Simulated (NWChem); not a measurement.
A series in which one site is exchanged, each optimised at PBE0/def2-SVP with NWChem, gas phase unless a solvent is named. Some are not confirmed as minima by frequencies. def2 effective core potentials on Sn; no spin-orbit coupling.

A: C[NH][GeH3] (CH7GeN; site = Ge)
B: N([SiH3])C (CH7NSi; site = Si)
C: C[NH][SnH3] (CH$_{7}$NSn; site = Sn)
D: N(C)C (C2H7N; site = C)

Problem. Rank them by static polarisability, PBE/def2-SVPD (bohr³), lowest first.

Solution. D (39.3), B (53.1), A (57.1), C (67.8)
